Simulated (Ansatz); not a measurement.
System: hcp Tl. Method: HSE06 (PAW; Ansatz, a quantum-chemistry and plane-wave program).

Numerical settings: plane-wave cutoff 460 eV, 9×9×6 k mesh (along the axes of the cell as run), Fermi–Dirac smearing 0.05 eV, scalar-relativistic PAW data made under PBE.

Computed at the level's own relaxed cell.

Question: Predict the lattice parameter a and lattice parameter c.

Answer: 
lattice parameter a: 3.526 Å
lattice parameter c: 5.618 Å

Measured, for comparison: lattice constant a 3.457 Å, lattice parameter c 5.525 Å (293 K, no zero-point or thermal correction; as tabulated in Wikipedia's data pages). Computed (rounded) less measured: lattice constant a +2.0 %, lattice parameter c +1.7 %.

Spin–orbit coupling is not included; it can shift volumes and moduli of such heavy elements.

The computed numbers hold no vibrational or temperature effects.

Computing time: about 28 core-minutes (a rough figure).
